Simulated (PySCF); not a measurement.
Bonding in `CCN([PH-])CC`

Species: C4H11NP (charge -1).
Atom-mapped SMILES: `[CH3:1][CH2:2][N:3]([PH-:4])[CH2:5][CH3:6]` (hydrogens: H7, H8, H9 on C1; H10, H11 on C2; H12 on P4; H13, H14 on C5; H15, H16, H17 on C6)

Cartesian coordinates in Å at the GFN2-xTB level; atoms count from 1:
```
atom  x, y, z in Å
C1    -1.7525    0.9949   -0.9883
C2    -1.2227   -0.4145   -0.7027
N3    -0.1806   -0.5099    0.2880
P4    -0.7279   -0.2200    1.9558
C5     1.0372    0.1767   -0.0952
C6     2.2096   -0.3728    0.7034
H7    -2.0514    1.4381   -0.0408
H8    -0.9778    1.6152   -1.4374
H9    -2.6102    0.9552   -1.6613
H10   -0.8464   -0.8586   -1.6429
H11   -2.0499   -1.0286   -0.3367
H12   -0.4472   -1.5112    2.3325
H13    1.2004    0.0052   -1.1723
H14    0.9825    1.2675    0.0643
H15    1.9309   -0.3126    1.7539
H16    3.1167    0.2043    0.5206
H17    2.3823   -1.4168    0.4490
```

Bond orders from the PBE0/pcSseg-1 density (PySCF). Isolated species at its GFN2-xTB geometry (one conformer only). The pcSseg-1 basis has no diffuse functions, a weakness for an anion. The HOMO energy is positive at this level (+1.05 eV), so the outermost electrons may be held by the finite basis alone.

**Question.** How far do the computed orders between heavy atoms stray from the drawn ones?

**Answer.** The largest departure is 0.154, at N3–P4 (drawn single, 0.846). Drawn single, order below 0.88: N3–P4 (0.846). The SMILES, with its formal charges, is one Lewis structure only.

**Question.** Set the Mayer orders of the bonds beside their lengths.

**Answer.** 
```json
{"bond": "C1–C2", "drawn as": "single", "length (Å)": "1.533", "Mayer order": "1.022"}
{"bond": "C2–N3", "drawn as": "single", "length (Å)": "1.441", "Mayer order": "1.021"}
{"bond": "N3–P4", "drawn as": "single", "length (Å)": "1.779", "Mayer order": "0.846"}
{"bond": "N3–C5", "drawn as": "single", "length (Å)": "1.450", "Mayer order": "0.968"}
{"bond": "C5–C6", "drawn as": "single", "length (Å)": "1.521", "Mayer order": "1.061"}
{"bond": "C1–H7", "drawn as": "single", "length (Å)": "1.088", "Mayer order": "0.954"}
{"bond": "C1–H8", "drawn as": "single", "length (Å)": "1.089", "Mayer order": "0.965"}
{"bond": "C1–H9", "drawn as": "single", "length (Å)": "1.091", "Mayer order": "0.970"}
{"bond": "C2–H10", "drawn as": "single", "length (Å)": "1.106", "Mayer order": "0.943"}
{"bond": "C2–H11", "drawn as": "single", "length (Å)": "1.093", "Mayer order": "0.950"}
{"bond": "P4–H12", "drawn as": "single", "length (Å)": "1.374", "Mayer order": "0.909"}
{"bond": "C5–H13", "drawn as": "single", "length (Å)": "1.103", "Mayer order": "0.943"}
{"bond": "C5–H14", "drawn as": "single", "length (Å)": "1.104", "Mayer order": "0.929"}
{"bond": "C6–H15", "drawn as": "single", "length (Å)": "1.088", "Mayer order": "0.928"}
{"bond": "C6–H16", "drawn as": "single", "length (Å)": "1.091", "Mayer order": "0.968"}
{"bond": "C6–H17", "drawn as": "single", "length (Å)": "1.088", "Mayer order": "0.967"}
```

Bonds between the same two heavy elements. C–C: lowest C1–C2 (1.022, 1.533 Å), highest C5–C6 (1.061, 1.521 Å). C–N: lowest N3–C5 (0.968, 1.450 Å), highest C2–N3 (1.021, 1.441 Å).

**Question.** Sum the orders of all bonds at each heavy atom with more than one neighbour and set the sums beside the valence in the SMILES.

**Answer.** C1 3.911 (drawn 4), C2 3.936 (drawn 4), N3 2.835 (drawn 3), P4 1.755 (drawn 2), C5 3.901 (drawn 4), C6 3.924 (drawn 4). Orders between atoms that aren't bonded are not in these sums.

Mayer orders depend on the basis set.
